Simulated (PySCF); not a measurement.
Work out the structure from these simulated measurements.

Formula: CH3BO.

- 1H NMR: chemical shifts (computed TMS as zero) by class: 5.17 (1 H), 1.97 (2 H) ppm [GIAO PBE0/pcSseg-1]
- Rotational structure: rotational constants A, B, C: 206.526, 8.104, 7.972 GHz [PBE0-D3(BJ)/def2-SVP]
- 13C NMR: chemical shifts (computed TMS as zero) by class: 8.2 (1 C) ppm [GIAO PBE0/pcSseg-1]
- NMR, other nuclei: isotropic shieldings of nuclei other than C and H, by class: 42 (1 B), 216 (1 O) ppm [GIAO PBE0/pcSseg-1]
- Couplings: largest of the computed one-bond spin–spin couplings (means over like bonds): 13C–1H +167.6 (×2), 13C–11B +159.0, 17O–1H -86.2, 17O–11B -17.3 Hz [B3LYP/pcJ-1]
- Dipole: 2.45 D [PBE0/pcSseg-1]

Gas-phase values; electronic properties from PySCF, density fitting. Levels stand in brackets. Geometry: PBE0-D3(BJ)/def2-SVP; no solvent, vibrations or thermal averaging. Each NMR value is the plain mean over a class of atoms that symmetry, rotation or inversion makes alike.

Problem. Propose a structure and show how it fits.

Solution. Numbering: `[CH2:1]=[B:2][OH:3]`. The one carbon: carbon bonded to B and 2 H [C1] (8.2 ppm). Hydrogen classes from least to most shielded: 1 H on a boron-bound oxygen, O3 (5.17 ppm), 2 H on a carbon bonded to B and 2 H, C1 (1.97 ppm). The other shieldings belong to: 42 ppm, boron bonded to C and O [B2]; 216 ppm, boron-bound oxygen [O3]. The couplings run between: +167.6 Hz, carbon bonded to B and 2 H [C1] and its hydrogen (with 1 like pair); +159.0 Hz, carbon bonded to B and 2 H [C1] and boron bonded to C and O [B2]; -86.2 Hz, boron-bound oxygen [O3] and its hydrogen; -17.3 Hz, boron-bound oxygen [O3] and boron bonded to C and O [B2]. The optimised geometry has point group Cs and is an asymmetric top. Structure: `C=BO` (CH2BOH). Computed isomers that give other values at the same levels: `CB=O` (CH3BO) (13C chemical shifts (computed TMS as zero) by class: -15.3 (1 C) ppm); `[BH3-]C#[O+]` (rotational constant A: 119.742 GHz; this holds for the one conformer computed); `[H]B([H])([H])<-[C-]#[O+]` (rotational constant A: 119.742 GHz; this holds for the one conformer computed). The assignments are read from this structure; whether some other isomer fits the data as well wasn't checked.
